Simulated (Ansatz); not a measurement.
Gas-phase electronic energies from Ansatz, PBE0-D4/def2-TZVP geometries. CCSD(T)/CBS adds triple-zeta CCSD(T) − MP2 to the extrapolated MP2 energy (def2 sets, frozen cores). This one scheme is used for every species. Triplets are unrestricted, without spin–orbit coupling. Each species was taken in one conformer, which may not be the lowest.

Consider the formal loss of a carbene: `CNC(C)N` → `[CH2]` (triplet) + `CC(N)N`.

```
          species  SCS-MP2/def2-QZVPP energy (Eh)
        `CNC(C)N`                      -229.44388
`[CH2]` (triplet)                       -39.06703
         `CC(N)N`                      -190.21847
```

Q: Work out ΔE.

A: ΔE = (-39.06703) + (-190.21847) − (-229.44388) = 0.15838 Eh = +415.8 kJ/mol. CCSD(T)/CBS gives +405.7 kJ/mol.

Largest T1 diagnostic among the species: 0.011.

From PBE to PBE0 (25 % exact exchange), in def2-TZVPP and without D4, ΔE moves by −8.3 kJ/mol. In def2-TZVPP, CCSD(T) changes the Hartree–Fock value by +136.0 kJ/mol (the triples alone add +11.5 kJ/mol) and MP2 by +147.6 kJ/mol.
